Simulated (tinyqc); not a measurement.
Inside a calculation. Method: Pariser-Parr-Pople SCF with singles CI, for the molecule OC=CCl (SMILES; centres numbered as the heavy atoms are written). One step of it, computed by the program tinyqc.

Task: PPP integrals. Ohno: gamma = 14.399645/sqrt(R^2 + a^2), a = 2 x 14.399645/(gamma_rr + gamma_ss); H_rr = -W_r - sum_(s != r) z_s gamma_rs; H_rs = beta for bonds.

Centres (angstrom, eV; a flat drawing with bonds scaled to 1.40 angstrom):
```
centre          x          y  core charge z          W   gamma_rr
1O       1.848000  -0.127000              2  33.000000  21.500000
2C       0.559000   0.421000              1  11.160000  11.130000
3C      -0.559000  -0.421000              1  11.160000  11.130000
4Cl     -1.848000   0.127000              2  26.000000  13.000000
```

Resonance integrals (eV):
```
i  j       beta
1  2  -2.410000
2  3  -2.570000
3  4  -1.710000
```

Give: repulsion gamma_rs; core matrix H.

Result:

repulsion gamma_rs (eV), order 1O, 2C, 3C, 4Cl:
```
[[21.5000, 8.6979, 5.5801, 3.7918],
 [8.6979, 11.1300, 7.5550, 5.3279],
 [5.5801, 7.5550, 11.1300, 7.8251],
 [3.7918, 5.3279, 7.8251, 13.0000]]
```

core matrix H (eV), order 1O, 2C, 3C, 4Cl:
```
[[-54.8615, -2.4100, 0.0000, 0.0000],
 [-2.4100, -46.7665, -2.5700, 0.0000],
 [0.0000, -2.5700, -45.5255, -1.7100],
 [0.0000, 0.0000, -1.7100, -46.7366]]
```
